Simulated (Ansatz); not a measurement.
Cost and result for the atomization energy of H$_{6}$NPSi, SMILES `N[SiH2]P` (9 atoms, 8 bonds).

```xyz
9

N    -1.3069   -0.3862   -0.7865
Si    0.3371   -0.4091   -0.2888
P     0.8271    1.6083    0.5973
H    -2.0515   -0.2732   -0.1188
H    -1.6016   -0.9424   -1.5719
H     1.1543   -0.6149   -1.5134
H     0.6868   -1.4929    0.6776
H    -0.0187    1.3912    1.7215
H     1.9734    1.1194    1.2830
```

The species carries charge 0 and has multiplicity 1. All single points use the PBE0-D4/def2-TZVP geometry. It is one conformer, not always the lowest. Program: Ansatz. All runs use 2 threads of an Arm Neoverse V2 on a shared host. Times are those of one run each, without the atoms' runs, and a repeat can differ threefold. Electronic energies, without spin–orbit coupling; frozen cores. CCSD(T)/CBS adds CCSD(T) − MP2 in def2-TZVPP to the MP2 limit, and its time is that of the two runs behind it. T1 = 0.012. B3LYP takes the VWN-RPA correlation (the form of Gaussian; ORCA's B3LYP/G).

CCSD(T)/CBS is a level of theory with its own doubt, some kJ/mol a heavy atom from the limit and from the frozen cores, so smaller differences don't rank the functionals.

```
                            level  functions  wall time
           LDA (SPW92)/def2-TZVPP        199      1.1 s
                 CCSD(T)/def2-SVP         80      1.5 s
               BLYP-D4/def2-TZVPP        199        2 s
               PBE0-D4/def2-TZVPP        199      2.7 s
              BHLYP-D4/def2-TZVPP        199      2.7 s
B3LYP-D4/def2-TZVPP (with forces)        199        4 s
                B2PLYP/def2-TZVPP        199      4.7 s
               ωB97X-V/def2-TZVPP        199      7.5 s
                B97M-V/def2-TZVPP        199      8.5 s
 ωB97M-V/def2-TZVPP (with forces)        199       11 s
                   MP2/def2-QZVPP        377       15 s
               CCSD(T)/def2-TZVPP        199       39 s
                CCSD(T)/CBS(def2)          –       54 s
```

Q: What atomization energy does each give, and how far from CCSD(T)/CBS? (Best estimate.)

A: Computed: 
```csv
level,atomization (kJ/mol),difference from CCSD(T)/CBS,per bond
LDA (SPW92)/def2-TZVPP,3070.8,344.8,43.1
CCSD(T)/def2-SVP,2475.1,-250.9,-31.4
BLYP-D4/def2-TZVPP,2730.4,4.4,0.6
PBE0-D4/def2-TZVPP,2699.3,-26.7,-3.3
BHLYP-D4/def2-TZVPP,2682.0,-44.0,-5.5
B3LYP-D4/def2-TZVPP (with forces),2743.7,17.7,2.2
B2PLYP/def2-TZVPP,2690.3,-35.7,-4.5
ωB97X-V/def2-TZVPP,2760.7,34.7,4.3
B97M-V/def2-TZVPP,2748.3,22.3,2.8
ωB97M-V/def2-TZVPP (with forces),2747.0,21.0,2.6
MP2/def2-QZVPP,2669.7,-56.3,-7.0
CCSD(T)/def2-TZVPP,2634.6,-91.4,-11.4
CCSD(T)/CBS(def2),2726.0,0.0,0.0
```

From BLYP to BHLYP (50 % exact exchange), in def2-TZVPP and without D4, the atomization energy moves by −32.6 kJ/mol: exact exchange takes away binding that semilocal exchange gives to molecules. The D4 term adds +28.0 kJ/mol with B3LYP and +14.5 kJ/mol with PBE0; it sums over pairs of atoms, weighted by their polarisabilities, and B3LYP, whose exchange is more repulsive, gets the larger term. In def2-TZVPP, CCSD(T) changes the Hartree–Fock value by +725.3 kJ/mol (the triples alone add +32.7 kJ/mol) and MP2 by +705.8 kJ/mol; breaking electron pairs costs correlation energy, which Hartree–Fock lacks.
